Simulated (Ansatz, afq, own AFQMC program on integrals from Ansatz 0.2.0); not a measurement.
AFQMC on a folder of integrals that Ansatz 0.2.0 wrote.

```yaml
crystal:
  periodic: [false, false, false]
  atoms:
    - {symbol: Si, position_ang: [0.000000, -0.081122, 0.624572]}
    - {symbol: N, position_ang: [0.000000, 0.049408, -1.077458]}
    - {symbol: H, position_ang: [0.000000, 1.434266, 0.850543]}
    - {symbol: H, position_ang: [0.000000, 0.905200, -1.610089]}
    - {symbol: H, position_ang: [0.000000, -0.765663, -1.670950]}
basis:
  gaussian: {orbitals: cc-pVDZ}
magnetization: {spin_polarized: false}
correlation: {method: ccsd_t, electrons: outside_noble_gas, hamiltonian_folder: ham}
```

```sh
$ ansatz run in.yaml --threads 1 --pin off --events-out ev --progress --plain --max-ram 1843MiB
```

Options of the walk:

```
--method phaseless --trial hf --walkers 120 --populations 1 --least-time 40 --time-step 0.005 --steps-per-block 20 --equilibration-blocks 112 --max-blocks 600 --target-error 0.00126 --factor-cut 1e-05 --seed 2214 --taylor-order 6
```

Times are imaginary, in 1/Eh. The walk had a cap of 733 s.

Log:

```
orbitals 41  electrons 6 6  factors 322 of 450
reference energy -345.10956573 Eh
CCSD correlation -0.29086559 Eh in 10 cycles, weight of the determinant in the CISD state 0.8705
energy of the start -345.109566 Eh
 block  time / (1/Eh)  mean weight  energy / Eh
     1     0.100  1.0019  -345.181102
     2     0.200  1.0021  -345.229794
     3     0.300  1.0022  -345.271358
     4     0.400  1.0022  -345.293721
     5     0.500  1.0006  -345.318957
     7     0.700  0.9989  -345.340525
     9     0.900  0.9994  -345.352023
    18     1.800  1.0005  -345.382036
    52     5.200  1.0008  -345.427475
    86     8.600  0.9974  -345.434608
   120    12.000  1.0020  -345.403740
   154    15.400  1.0007  -345.403790
   188    18.800  0.9989  -345.387745
   222    22.200  0.9997  -345.355607
   256    25.600  0.9987  -345.449002
   290    29.000  0.9996  -345.392227
   324    32.400  1.0011  -345.365430
   358    35.800  0.9999  -345.412769
   392    39.200  1.0009  -345.395792
   426    42.600  0.9994  -345.382941
   460    46.000  0.9981  -345.399570
   494    49.400  1.0014  -345.397122
   528    52.800  0.9995  -345.380844
   562    56.200  1.0010  -345.388477
   596    59.600  1.0004  -345.407276
   630    63.000  1.0003  -345.421706
   647    64.700  1.0010  -345.460986
   664    66.400  1.0011  -345.442709
   698    69.800  0.9981  -345.375195
blocks merged  error / Eh  count
     1  0.001063  600
     2  0.001423  300
     4  0.001869  150
     8  0.002343  75
    16  0.002848  37
    32  0.003159  18
    64  0.002985  9
energy -345.411877 +/- 0.003159 Eh
(rows thinned)
```

The run passed its tests (sampling time, drift between the halves within three errors, error under three times the target), which doesn't prove that it has relaxed.

Against this walk (error 86.0 meV) on the same determinant: CCSD(T) 90.7 meV higher (within the noise), CCSDT(Q) 50.2 meV higher (within the noise), a separate phaseless walk with a CISD trial and standard settings 63.6 ± 87.6 meV higher (within the noise). The error is statistical and leaves out the bias of the constraint.

Cautions: constraint bias not in the error; error above the target (86.0 against 34.3 meV).

The walk took 2.6 min on 1 thread of Intel(R) Xeon(R) 6975P-C (Granite Rapids), with other jobs on the host. The log's last line is the phaseless energy.

CCSDT and higher add their correlation energy to the determinant of the CCSD(T) run, since their own runs factorise the integrals more tightly (a shift of under 2 meV). A walk keeps the symmetry of its determinant, which the program's search chose and which needn't be the lowest solution, so a lower state of the same spin and another symmetry isn't excluded.
